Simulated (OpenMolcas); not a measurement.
# BNH6 (SMILES [BH3-][NH3+]): levels of theory compared

Wanted: a comparison of 4 runs (HF/STO-3G, B3LYP/6-31G*, PBE0/def2-SVP, BLYP/def2-SVPD) of BNH6. 

The results are computed with OpenMolcas 26.06.

6 further runs of the same task are left out: 2 that didn't finish, 4 set aside as unsound or not needed.

**1. The structure to begin with**

BNH6 has 8 atoms, charge 0, and is taken as a singlet. As SMILES, `[BH3-][NH3+]`. The coordinates come from a PBE0-D4/def2-TZVP relaxation.

Bond lengths: B1–N2 1.639 Å, B1–H3 1.212 Å, B1–H4 1.212 Å, B1–H5 1.212 Å, N2–H6 1.015 Å, N2–H7 1.015 Å, N2–H8 1.015 Å. Some angles: B1–N2–H6 110.9°, B1–N2–H7 110.9°, B1–N2–H8 110.9°, N2–B1–H3 105.3°, N2–B1–H4 105.3°, N2–B1–H5 105.3°, H6–N2–H7 108.0°, H6–N2–H8 108.0°, H7–N2–H8 108.0°, H3–B1–H4 113.3°.

**2. Energy and gradient at HF/STO-3G (run 1)**

File geom.xyz:

```xyz
8

B     -0.191300     0.250800    -0.775400
N      0.206500    -0.255100     0.731700
H     -0.078200    -0.728400    -1.481000
H     -1.332600     0.649700    -0.687200
H      0.604400     1.126600    -1.038400
H      0.140800     0.507000     1.398700
H      1.156600    -0.611300     0.755300
H     -0.414000    -0.996500     1.040500
```

File run.inp:

```
&GATEWAY
BasLib
$CurrDir
Coord
geom.xyz
Basis
STO-3G
Group
NoSym
&SEWARD
&SCF
Thresholds
1e-10 1e-07 1e-07 1e-05
PrOrbitals
1
&ALASKA
```

The basis set STO-3G is read from a file made from the Basis Set Exchange's data (not shown).

Launch:

```sh
$ export MOLCAS_MEM=1860
$ pymolcas run.inp > run.log
```

Log:

```text
--- Start Module: gateway ---
[...]
--- Stop Module: gateway /rc=_RC_ALL_IS_WELL_ ---
[...]
      Basis functions           16
[...]
--- Start Module: scf ---
[...]
       Convergence after   9 Iterations
[...]
::    Total SCF energy                                -81.5939533279
[...]
      Total spin, S                                     0.0000000000
[...]
      Total electronic charge=   18.000000
      Total            charge=   -0.000000
[...]
      Dipole Moment (debye):
      Origin of the operator (angstrom)=    0.0278   -0.0278    0.0546
                   X=  1.4279E+00               Y= -1.8157E+00               Z=  5.4092E+00           Total=  5.8817E+00
      Quadrupole Moment (debye*angstrom):
[...]
 *              Molecular gradients               *
 **************************************************
  Irreducible representation: a
 ------------------------------------------------------------------------------------------
                              X                       Y                       Z
 ------------------------------------------------------------------------------------------
  B1                8.35719897249632E-03   -1.05690893271132E-02    3.15581069401176E-02
  N2                4.53138370521866E-03   -5.79427216121620E-03    1.74133222317492E-02
  H3                2.21353687876877E-03   -2.30229252022647E-02   -1.90324572179366E-02
  H4               -2.81172229141400E-02    1.02994607138642E-02    1.68490705673208E-04
  H5                1.87026649755018E-02    2.18195700671258E-02   -8.31365169568654E-03
  H6                8.65176923594529E-04   -1.32989526409584E-02   -1.32870515820116E-02
  H7               -1.73833324766548E-02    6.81345568652481E-03   -1.68124692056484E-03
  H8                1.08305939352074E-02    1.37527528640422E-02   -6.82551246133345E-03
[...]
```

Wall time 1.6 s (1 thread of Arm Neoverse V2, shared host); peak memory 0.37 GiB.

**3. Energy and forces at B3LYP/6-31G(d) (Cartesian functions) (run 2)**

geom.xyz is that of step 2.

File run.input:

```
>>> EXPORT MOLCAS_PRINT=2

&GATEWAY
  BasLib
  $CurrDir
  Coord
  geom.xyz
  Basis
  6-31Gs
  Group
  NoSym

&SEWARD
  GridInput
  Grid=UltraFine
  End of Grid

&SCF
  KSDFT
  B3LYP
  Thresholds
  1e-10 1e-07 1e-07 1e-05
  PrOrbitals
  1 2

&ALASKA
```

The basis set 6-31G* is read from a file made from the Basis Set Exchange's data (not shown).

Launch:

```sh
$ export MOLCAS_MEM=1860
$ pymolcas run.input > run.log
```

Log:

```text
--- Start Module: gateway ---
[...]
--- Stop Module: gateway /rc=_RC_ALL_IS_WELL_ ---
[...]
      Basis functions           42
[...]
--- Start Module: scf ---
[...]
       Convergence after  12 Iterations
[...]
::    Total KS-DFT energy                             -83.2129266255
[...]
      Total spin, S                                     0.0000000000
[...]
      Total electronic charge=   18.000000
      Total            charge=   -0.000000
[...]
      Dipole Moment (debye):
      Origin of the operator (angstrom)=    0.0278   -0.0278    0.0546
                   X=  1.3722E+00               Y= -1.7447E+00               Z=  5.1978E+00           Total=  5.6519E+00
      Quadrupole Moment (debye*angstrom):
[...]
 *              Molecular gradients               *
 **************************************************
  Irreducible representation: a
 ------------------------------------------------------------------------------------------
                              X                       Y                       Z
 ------------------------------------------------------------------------------------------
  B1                1.94969381602050E-03   -2.43816204068970E-03    7.31931711711997E-03
  N2                6.58026334920958E-06   -2.92351152413328E-05    1.94608444488598E-04
  H3               -1.25994806490060E-04    2.07450195962577E-04   -4.10352709520945E-04
  H4               -4.91286991293194E-05    1.21749646097347E-04   -4.54715348081086E-04
  H5               -1.83319031867191E-04    8.28539963475539E-05   -4.24445524888406E-04
  H6                1.34805249029507E-04   -3.11545446535666E-03   -3.53843833878020E-03
  H7               -4.26748650193787E-03    1.74381436627535E-03   -7.17992663053266E-04
  H8                2.53484971101559E-03    3.42698341660741E-03   -1.96798097726159E-03
[...]
```

Run time: 13 s. Hardware: 1 thread of Arm Neoverse V2, shared host; peak memory 0.38 GiB.

Run 3 isn't shown in full; the table further down has it.

**4. Energy and forces at BLYP/def2-SVPD (run 4)**

File job.inp:

```
>>> EXPORT MOLCAS_PRINT=2
&GATEWAY
BasLib=$CurrDir
Coord
8
bohr
B     -0.36150461     0.47394331    -1.46529364
N      0.39022844    -0.48206913     1.38271261
H     -0.14777658    -1.37647651    -2.79868439
H     -2.51824903     1.22775506    -1.29861979
H      1.14215047     2.12896545    -1.96229161
H      0.26607344     0.95809115     2.64315993
H      2.18565724    -1.15518958     1.42731014
H     -0.78234662    -1.88311208     1.96626003
Basis=def2-SVPD
Group=NoSym
&SEWARD
GridInput
Grid=UltraFine
End of Grid
&SCF
KSDFT=BLYP
Thresholds=1e-10 1e-07 1e-07 1e-05
PrOrbitals=1 1
&ALASKA
```

The basis set def2-SVPD is read from a file made from the Basis Set Exchange's data (not shown).

Launch:

```sh
$ export MOLCAS_MEM=1860
$ pymolcas job.inp > job.log
```

Log:

```text
--- Start Module: gateway ---
[...]
--- Stop Module: gateway /rc=_RC_ALL_IS_WELL_ ---
[...]
      Basis functions           88
[...]
--- Start Module: scf ---
[...]
       Convergence after  12 Iterations
[...]
::    Total KS-DFT energy                             -83.1017548865
[...]
      Total spin, S                                     0.0000000000
[...]
      Total electronic charge=   18.000000
      Total            charge=   -0.000000
[...]
      Dipole Moment (debye):
      Origin of the operator (angstrom)=    0.0278   -0.0278    0.0546
                   X=  1.2928E+00               Y= -1.6438E+00               Z=  4.8971E+00           Total=  5.3250E+00
      Quadrupole Moment (debye*angstrom):
[...]
 *              Molecular gradients               *
 **************************************************
  Irreducible representation: a
 ------------------------------------------------------------------------------------------
                              X                       Y                       Z
 ------------------------------------------------------------------------------------------
  B1                6.10429976139137E-04   -7.36333765752439E-04    2.25007954917533E-03
  N2                1.39607002822656E-03   -1.79513563030573E-03    5.45251014068165E-03
  H3               -5.12965784908115E-04    4.62464965029463E-03    3.45029163284050E-03
  H4                5.45737353264908E-03   -1.93538984982222E-03   -3.23455930771877E-04
  H5               -3.77788672781199E-03   -4.21518735790860E-03    1.35648688774592E-03
  H6                5.47788508864687E-04   -7.78504268355285E-03   -7.56417168383150E-03
  H7               -1.00563817711739E-02    3.90370422947250E-03   -8.15394967611516E-04
  H8                6.33557223803183E-03    7.93873540754042E-03   -3.80634562821491E-03
[...]
```

Run time: 29 s. Hardware: 1 thread of Arm Neoverse V2, shared host; peak memory 0.48 GiB.

**5. All runs side by side**

```csv
run,level,Cartesian functions,integration grid,energy (Eh),dipole moment (D),HOMO energy (eV),LUMO energy (eV),wall time
1,HF/STO-3G,no,–,-81.593953,5.88,-9.45,14.26,1.6 s
2,B3LYP/6-31G* (Cartesian functions),yes,UltraFine,-83.212927,5.65,-7.22,0.77,13 s
3,PBE0/def2-SVP,no,UltraFine,-83.040732,5.68,-7.62,0.61,16 s
4,BLYP/def2-SVPD,no,UltraFine,-83.101755,5.32,-6.36,-1.06,29 s
```

**6. Results**

```
                       quantity         value
            run 4: total energy  -83.10175 Eh
           run 4: dipole moment        5.32 D
             run 4: HOMO energy      -6.36 eV
             run 4: LUMO energy      -1.06 eV
           run 4: HOMO–LUMO gap       5.29 eV
run 4: largest force on an atom    0.559 eV/Å
```

What this shows: The dipole moment (its size) runs from 5.32 D (BLYP/def2-SVPD) to 5.88 D (HF/STO-3G). The two ends differ in method and basis. The HOMO–LUMO gap runs from 5.29 eV (BLYP/def2-SVPD) to 23.71 eV (HF/STO-3G). Totals of different functionals can't be ranked against each other. In run 1 the basis is minimal, so the values are rough. All runs together took 59 s, the longest 29 s.
